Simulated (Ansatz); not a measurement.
Input file:

```yaml
crystal:
  periodic: [false, false, false]
  atoms:
    - {symbol: Al, position_ang: [0.000000, 0.000000, 0.352569]}
    - {symbol: Al, position_ang: [0.000000, 0.000000, -2.324369]}
    - {symbol: H, position_ang: [0.000000, 0.000000, 1.971799]}
basis:
  gaussian: {orbitals: cc-pVDZ}
magnetization: {spin_polarized: false, initial_magnetization: 3}
correlation: {method: fci, electrons: outside_noble_gas}
```

```sh
$ ansatz run in.yaml --threads 2 --pin off --events-out ev --progress --plain --max-ram 24576MiB --backend cuda --devices 0, --max-vram 18GiB
```

Log:

```
742 factors; integrals over basis functions are off by at most 1.8e-7 eV
mean field evaluation 1: about -13178.2400 eV, gradient 5.7e0 eV
mean field evaluation 2: about -13178.2426 eV, gradient 5.7e0 eV
mean field evaluation 4: about -13178.9558 eV, gradient 1.4e0 eV
mean field evaluation 8: about -13179.0090 eV, gradient 2.4e-1 eV
mean field evaluation 16: about -13178.9026 eV, gradient 9.2e-1 eV
mean field evaluation 32: about -13178.9944 eV, gradient 1.3e-1 eV
mean field -13179.01107940 eV, -484.3197241132 hartree, gradient 2.0e-6 eV, S^2 3.750000; 4 other end points of the search recorded, 0 dependent functions left out
mean field evaluation 64: about -13179.1405 eV, gradient 4.6e-2 eV
10 core orbitals not correlated: weight in the atoms' cores, before any rotation towards them, 1.000 or more for the frozen orbitals, at most 0.000 for the correlated occupied ones
reference -13179.01107940 eV, -484.3197241132 hartree; 5, 2 occupied and 26, 29 virtual orbitals, 742 factors
state -13182.55757739 eV, -484.4500555107 hartree
Total energy: -13182.55757739 eV, -484.4500555107 hartree
```

Natural occupations: 1.9410 1.8863 0.9985 0.9512 0.9512 0.0573 0.0573 0.0511 0.0183 0.0113 0.0113 0.0095 0.0080 0.0080 0.0071 0.0045 0.0045 0.0041 0.0031 0.0031 0.0030 0.0030 0.0021 0.0012.

Ran on 2 threads of AMD EPYC 7R13 with a shared H100 80 GB, shared host: 34 s wall, 1.4 GiB peak host memory.
